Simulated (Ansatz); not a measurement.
# AlH3OS: functionals against CCSD(T) at one geometry

The task here is to estimate one member of a computed series from the others.

Method: single points in def2-TZVPP; program: Ansatz 0.2.0, Gaussian basis.

Cores are frozen in the correlated methods.

## The system as given

SMILES `[OH][AlH][SH]`, 6 atoms, charge 0, spin multiplicity 1.

Atoms are counted from 1 here; the program's logs count them from 0.

Bond lengths: O1–Al2 1.611 Å, O1–H4 0.965 Å, Al2–S3 2.208 Å, Al2–H5 1.591 Å, S3–H6 1.427 Å. Angles: Al2–O1–H4 171.8°, O1–Al2–S3 124.7°, O1–Al2–H5 119.3°, S3–Al2–H5 115.0°, Al2–S3–H6 99.4°.

Coordinates:

```xyz
6

O    -1.34780   -0.19930   -0.97240
Al    0.04300    0.15690   -0.24170
S     0.41230   -0.04070    1.92630
H    -2.21570   -0.28040   -1.38630
H     1.33850    0.43170   -1.12290
H     1.83830    0.01080    1.92570
```

Set-up of the first run:

run/in.yaml reads:

```yaml
crystal:
  periodic: [false, false, false]
  atoms:
    - {symbol: O, position_ang: [-1.347800, -0.199300, -0.972400]}
    - {symbol: Al, position_ang: [0.043000, 0.156900, -0.241700]}
    - {symbol: S, position_ang: [0.412300, -0.040700, 1.926300]}
    - {symbol: H, position_ang: [-2.215700, -0.280400, -1.386300]}
    - {symbol: H, position_ang: [1.338500, 0.431700, -1.122900]}
    - {symbol: H, position_ang: [1.838300, 0.010800, 1.925700]}
basis:
  gaussian: {orbitals: def2-TZVPP}
correlation: {method: ccsd_t}
output: {forces: true}
```

The command line of these runs was not kept.

Steps of the session up to this table: CCSD(T)/def2-TZVPP; PBE0-D4/def2-TZVPP; wB97M-V/def2-TZVPP; r2SCAN-D4/def2-TZVPP; PBE-D4/def2-TZVPP; CAM-B3LYP-D4/def2-TZVPP; r2SCAN0-D4/def2-TZVPP.

One table of the session follows, with a row left open; its other results are not shown here.

| method | RMS force component (eV/Å) | angle to CCSD(T) forces (°) | dipole (D) |
| --- | --- | --- | --- |
| CCSD(T) | 1.037 | reference | 1.74 |
| PBE0-D4 | 0.989 | 2.6 | 1.66 |
| wB97M-V | 1.035 | 2.5 | 1.74 |
| r2SCAN-D4 | 0.977 | 1.5 | 1.68 |
| PBE-D4 | 0.938 | 9.1 | 1.62 |
| CAM-B3LYP-D4 | 0.981 | 4.5 | 1.73 |
| r2SCAN0-D4 | ? | ? | ? |

Q: Estimate the row for r2SCAN0-D4 from the others.

As computed: RMS force component (eV/Å): 1.029; angle to CCSD(T) forces (°): 6.6; dipole (D): 1.71. In the column «RMS force component (eV/Å)» it lies between PBE0-D4 (0.989) and wB97M-V (1.035).
